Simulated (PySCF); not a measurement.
**SO₂²⁺: singlet, from a end-on start**

The runs use PySCF 2.14.0; CAM-B3LYP, basis S def2-SVP, O def2-SVP, no relativity, density fitting.

### Step 1. Where the work starts

3 atoms, charge 2, spin multiplicity 1.

Bond lengths: S1–O2 1.710 Å, O2–O3 1.445 Å. Angles: S1–O2–O3 119.9°.

Coordinates in bohr (charge 2 multiplicity 1):
```
S     0.0000    0.0000    0.0000
O     0.0000    0.0000    3.2311
O     2.3674    0.0000    4.5917
```

### Step 2. Finding the electronic state

The steps below are one call of a driver around PySCF. For each, scf.py gives the equivalent set-up of the SCF; relaxations use the driver's own optimiser. The state is first sought with PBE0. After this first run the driver tries any further starts and a stability analysis.

scf.py reads:

```python
from pyscf import gto, scf, dft
mol = gto.M(atom='''
S      0.000000     0.000000     0.000000
O      0.000000     0.000000     1.709800
O      1.252800     0.000000     2.429800''',
    basis={'S': 'def2-SVP', 'O': 'def2-SVP'},
    charge=2, spin=0)
mf = dft.RKS(mol, xc='PBE0')
mf.grids.atom_grid = (50, 194)
aux = {'S': 'def2-universal-JKFIT', 'O': 'def2-universal-JKFIT'}
mf = mf.density_fit(auxbasis=aux)
mf.conv_tol = 1e-08
mf.diis_space = 10
mf.max_cycle = 60
mf.init_guess = 'minao'
mf.verbose = 4
mf.kernel()
```

Run with:

```console
> OMP_NUM_THREADS=2 python axn.py task.json out
```

**Question.** How long does this step take on 2 threads of Arm Neoverse V2, shared host?

About 2.5 s, with a peak of 0.25 GiB.
